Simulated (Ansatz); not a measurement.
# Si₂H₅Cl: a ladder of functionals and wavefunction methods

Aim: compute Si₂H₅Cl with functionals from several rungs and with coupled cluster. The yardstick is the atomisation energy at the CCSD(T) limit.

Computed with Ansatz 0.2.0, Gaussian basis. Level: functionals in def2-TZVPP, the program's frozen cores in correlated methods.

Plan: LDA (SPW92), PBE-D4, revPBE-D4, BLYP-D4, r2SCAN-D4, B97M-V, PBE0-D4, B3LYP-D4, r2SCANh-D4, r2SCAN0-D4, HSE06-D4, BHLYP-D4, CAM-B3LYP-D4, LC-ωPBE, ωB97X-V, ωB97M-V, B2PLYP, PBE-QIDH; CCSD(T)/def2-SVP; CCSD(T)/def2-TZVPP; MP2/def2-QZVPP; extrapolation to the limit; RPA on PBE.

## 1. The relaxed structure

The geometry comes from an earlier relaxation with PBE0-D4 in a triple-zeta def2 set; it is a stationary point, not always the lowest conformer.

SMILES `[SiH3][SiH2]Cl`, 8 atoms, charge 0, spin multiplicity 1.

Atoms are counted from 1 here; the program's logs count them from 0.

Bond lengths: Si1–Si2 2.338 Å, Si1–H4 1.488 Å, Si1–H5 1.486 Å, Si1–H6 1.486 Å, Si2–Cl3 2.065 Å, Si2–H7 1.485 Å, Si2–H8 1.485 Å. Angles: Si2–Si1–H4 109.6°, Si2–Si1–H5 109.6°, Si2–Si1–H6 109.6°, H4–Si1–H5 109.3°, H4–Si1–H6 109.3°, H5–Si1–H6 109.5°, Si1–Si2–Cl3 108.7°, Si1–Si2–H7 111.9°, Si1–Si2–H8 111.8°, Cl3–Si2–H7 107.7°, Cl3–Si2–H8 107.7°, H7–Si2–H8 108.8°.

## 2. LDA

This LDA is Slater exchange with PW92 correlation.

Contents of in.yaml:

```yaml
crystal:
  periodic: [false, false, false]
  atoms:
    - {symbol: Si, position_ang: [-0.706459, 0.881805, -0.390293]}
    - {symbol: Si, position_ang: [0.573424, -0.938822, 0.325930]}
    - {symbol: Cl, position_ang: [2.431623, -0.252943, 0.908041]}
    - {symbol: H, position_ang: [-2.053039, 0.410125, -0.813029]}
    - {symbol: H, position_ang: [-0.034269, 1.540738, -1.540040]}
    - {symbol: H, position_ang: [-0.854542, 1.855741, 0.722090]}
    - {symbol: H, position_ang: [-0.041819, -1.622835, 1.491372]}
    - {symbol: H, position_ang: [0.777180, -1.930910, -0.759870]}
basis:
  gaussian: {orbitals: def2-TZVPP}
hamiltonian: {xc: lda}
output: {orbitals: {seedname: orbitals}}
```

After this run come: PBE-D4 (GGA); revPBE-D4 (GGA); BLYP-D4 (GGA); r2SCAN-D4 (meta-GGA); B97M-V (meta-GGA); PBE0-D4 (hybrid); B3LYP-D4 (hybrid); r2SCANh-D4 (hybrid); r2SCAN0-D4 (hybrid); HSE06-D4 (hybrid); BHLYP-D4 (hybrid); CAM-B3LYP-D4 (range-separated); LC-ωPBE-D4 (range-separated); ωB97X-V (range-separated); ωB97M-V (range-separated); B2PLYP (double hybrid); PBE-QIDH (double hybrid); CCSD(T) in def2-SVP; CCSD(T) in def2-TZVPP; MP2 in def2-QZVPP; RPA on PBE orbitals.

Before running them: what should the planned runs give, taken together? Wanted: atomisation energy, CCSD(T)/CBS; farthest beyond LDA; mean size of error, GGA; mean size of error, meta-GGA; mean size of error, hybrid; mean size of error, range-separated; mean size of error, double hybrid; gap, smallest and largest; T1 diagnostic.

As calculated:

```
                               quantity                                         value
        atomisation energy, CCSD(T)/CBS                                 2306.8 kJ/mol
 functionals within 11.5 kJ/mol (0.5 %)  r2SCAN-D4, r2SCANh-D4, CAM-B3LYP-D4, ωB97M-V
                    farthest beyond LDA                      revPBE-D4 (-66.1 kJ/mol)
                mean size of error, GGA                                   50.9 kJ/mol
           mean size of error, meta-GGA                                   10.8 kJ/mol
             mean size of error, hybrid                                   24.4 kJ/mol
    mean size of error, range-separated                                   19.6 kJ/mol
      mean size of error, double hybrid                                   40.9 kJ/mol
              gap, smallest and largest     5.45 eV (LDA (SPW92)), 12.47 eV (LC-ωPBE)
                          T1 diagnostic                                        0.0110
triples share of the correlation energy                                         3.5 %
```

**Reading.** LDA overbinds by 214.3 kJ/mol (9 %). PBE-D4 misses by -38.2 kJ/mol. Double hybrids carry the basis error of their MP2 part in triple zeta, and no dispersion term here, so their miss is partly the set-up's. Taken by rung, meta-GGA functionals do best (10.8 kJ/mol on average) and GGA ones worst beyond LDA (50.9 kJ/mol). The reference freezes the cores and leaves out relativity and excitations past (T), so misses under about 11.5 kJ/mol can't be ranked. Hartree-Fock recovers 77 % of the binding; the rest is correlation. CCSD(T) in def2-SVP is off by -176.3 kJ/mol, so the small basis spoils what the method gains. Orbital gaps span 5.5 to 12.5 eV; exact exchange widens them.
